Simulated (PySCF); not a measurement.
## Spin states of SiCl

Unrestricted PBE0; PySCF, no relativity, basis sets Si 6-311G(d,p), Cl 6-311G(d,p). Outer shells of the fragments: Si 3s2 3p2; Cl 3s2 3p5.

Followed along the bond (rough minima from three points):

```json
{"2Ms+1": "2", "unpaired": "π ↑", "⟨S²⟩ at the start": "0.75", "R at minimum (Å)": "2.09", "Te (eV)": "0.00"}
{"2Ms+1": "4", "unpaired": "σ ↑, π ↑↑", "⟨S²⟩ at the start": "3.75", "R at minimum (Å)": "2.08", "Te (eV)": "2.92"}
```

Solutions found at the starting distance of 2.085 Å, counted from the lowest of them; the search is not exhaustive and high or unbound solutions are not listed, so other states can lie among these:

```csv
2Ms+1,unpaired,term,E (eV),⟨S²⟩,⟨Lz²⟩,μ (D)
2,π ↑,²Π,0.00,0.75,1.01,-1.29
4,"σ ↑, π ↑↑",⁴Σ⁻,2.92,3.75,0.00,-1.38
2,σ ↑,²Σ⁺,3.28,0.75,0.00,-1.33
2,"σ ↑, π ↑↓",mixed,3.97,1.76,2.01,-0.69
2,"σ ↓, π ↑↑",mixed,4.25,1.77,0.00,-0.13
4,π ↑↑↑,⁴Π,5.34,3.76,1.01,4.12
4,"σ ↑↑, π ↑",⁴Π,6.15,3.76,1.00,-1.37
4,"σ ↑, π ↑↑",mixed,7.91,3.75,2.01,3.46
4,"σ ↑, π ↑↑",mixed,8.12,3.75,2.01,3.40
```

A term symbol is given only where ⟨S²⟩ and ⟨Lz²⟩ are close to those of a pure state; real π, δ and φ orbitals otherwise mix terms. A positive dipole means Si(−)Cl(+).

Counting both spins, an empty level lies below a filled one in some of these solutions, because spin and occupation are held.
